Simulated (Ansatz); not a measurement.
# N₂H₄: taking an electron away

The task here is to estimate one member of a computed series from the others.

Method: unrestricted cation, the program's frozen cores in correlated methods; program: Ansatz 0.2.0, Gaussian basis.

Levels to be run: UKS PBE-D4/def2-TZVPP; UKS r2SCAN-D4/def2-TZVPP; UKS PBE0-D4/def2-TZVPP; UKS B3LYP-D4/def2-TZVPP; UKS wB97X-V/def2-TZVPP; UKS wB97M-V/def2-TZVPP; UKS B2PLYP/def2-TZVPP; UHF-CCSD(T)/def2-TZVPP; UHF-CCSD(T)/def2-QZVPP; extrapolation to the limit; then −ε(HOMO) from the neutral's earlier runs with LDA (SPW92), PBE-D4, revPBE-D4, BLYP-D4, r2SCAN-D4, B97M-V, PBE0-D4, B3LYP-D4, r2SCANh-D4, r2SCAN0-D4, HSE06-D4, BHLYP-D4, CAM-B3LYP-D4, LC-ωPBE, ωB97X-V, ωB97M-V.

## The geometry

An earlier PBE0-D4 in a triple-zeta def2 set relaxation fixed the geometry.

SMILES `NN`, 6 atoms, charge 0, spin multiplicity 1.

Atoms are counted from 1 here; the program's logs count them from 0.

Bond lengths: N1–N2 1.415 Å, N1–H3 1.014 Å, N1–H4 1.011 Å, N2–H5 1.014 Å, N2–H6 1.011 Å. Angles: N2–N1–H3 112.7°, N2–N1–H4 108.2°, H3–N1–H4 108.3°, N1–N2–H5 112.7°, N1–N2–H6 108.2°, H5–N2–H6 108.3°.

Set-up of the first run:

Contents of in.yaml:

```yaml
crystal:
  periodic: [false, false, false]
  atoms:
    - {symbol: N, position_ang: [-0.135136, -0.701671, 0.195893]}
    - {symbol: N, position_ang: [0.447303, 0.583792, 0.089889]}
    - {symbol: H, position_ang: [-1.076249, -0.737573, -0.180483]}
    - {symbol: H, position_ang: [0.438670, -1.352206, -0.322739]}
    - {symbol: H, position_ang: [0.103876, 1.104741, -0.709681]}
    - {symbol: H, position_ang: [0.221526, 1.102906, 0.927131]}
basis:
  gaussian: {orbitals: def2-TZVPP}
total_charge: 1
magnetization: {spin_polarized: true, initial_magnetization: 1}
hamiltonian: {xc: pbe, dispersion: d4}
```

Launch:

```bash
$ ansatz run in.yaml --threads 2 --pin off --events-out ev --progress --plain --max-ram 32768MiB --backend cpu
```

Among the steps run: Cation, UKS PBE-D4/def2-TZVPP; Cation, UKS r2SCAN-D4/def2-TZVPP; Cation, UKS PBE0-D4/def2-TZVPP; Cation, UKS B3LYP-D4/def2-TZVPP; Cation, UKS wB97X-V/def2-TZVPP; Cation, UKS wB97M-V/def2-TZVPP; Cation, UKS B2PLYP (frozen core)/def2-TZVPP; Cation, UHF-CCSD(T)/def2-TZVPP; Cation, UHF-CCSD(T)/def2-QZVPP.

One of the session's tables, all rows but one given; the rest of the session is left out.

For comparison, −ε(HOMO) of the neutral from earlier runs:

```
  functional  −ε(HOMO) (eV)
 LDA (SPW92)           5.67
      PBE-D4           5.55
   revPBE-D4           5.51
     BLYP-D4              ?
   r2SCAN-D4           5.87
      B97M-V           6.01
     PBE0-D4           7.13
    B3LYP-D4           6.89
  r2SCANh-D4           6.46
  r2SCAN0-D4           7.35
    HSE06-D4           6.72
    BHLYP-D4           8.65
CAM-B3LYP-D4           8.65
     LC-ωPBE          10.08
     ωB97X-V           9.69
     ωB97M-V           9.59
```

**Question.** Estimate the row for BLYP-D4.

Worked estimate for «−ε(HOMO) (eV)». Against the share of exact exchange, B3LYP-D4 (0.2, 6.89), BHLYP-D4 (0.5, 8.65) give a slope of 5.87 per unit share; at 0 the line stands at 5.72.

**Answer.** −ε(HOMO) (eV): 5.47. In «−ε(HOMO) (eV)» the line misses by +0.25.
